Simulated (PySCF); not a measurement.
C₃H₅O₂ (doublet state).
Structure used (GFN2-xTB), in Å, numbered top down from 1:
```
atom  x, y, z in Å
O1     1.7216   -0.7734    0.4982
C2     1.2140    0.4111    0.0672
C3    -0.2152    0.6386    0.0826
C4    -1.1800   -0.3455   -0.4908
O5    -0.9818   -0.2325    0.8902
H6     0.9954   -1.2574    0.9238
H7     1.9270    1.1353   -0.2673
H8    -0.5314    1.6783    0.0796
H9    -2.1384    0.0026   -0.8562
H10   -0.8024   -1.2524   -0.9497
```

The hyperfine couplings belong to this conformer and change with its torsions.

The species is `O[CH][C@H]1CO1` [radical].

Theory: UKS B3LYP, pcH-1 on C H O, non-relativistic, mean-field spin-orbit, GIAO in PySCF 2.14.0. One conformer (not necessarily the lowest) at the GFN2-xTB geometry, without solvent, vibrations or thermal averaging. A GFN2-xTB geometry isn't a minimum of the functional, and hyperfine couplings can be far from their values at a DFT geometry. The SCF solution wasn't tested for stability.

(1) Where do the isotropic ENDOR lines of H7, H8, H6, H10 and H9 fall at 3345.9 mT, to first order?

(2) Which pairs are centred on the nuclear Larmor frequency, and which on half the coupling?

## Answers

(1) For S = 1/2 in fast tumbling each set of equivalent nuclei gives two lines, ν± = |νn ± a/2| to first order, with νn = g_N μN B/h and μN/h = 7.62259 MHz/T.

```
nuclei  isotope     g_N  νn (MHz)  a_iso (MHz)  lower line (MHz)  upper line (MHz)
    H7       1H  5.5857    142.46       -60.85            112.04            172.88
    H8       1H  5.5857    142.46        21.89            131.52            153.40
    H6       1H  5.5857    142.46        -8.27            138.33            146.59
   H10       1H  5.5857    142.46        -7.33            138.79            146.13
    H9       1H  5.5857    142.46         2.63            141.14            143.78
```

(2) Centred on νn, since |a| < 2νn: H7, H8, H6, H10 and H9. No pair has |a| > 2νn.
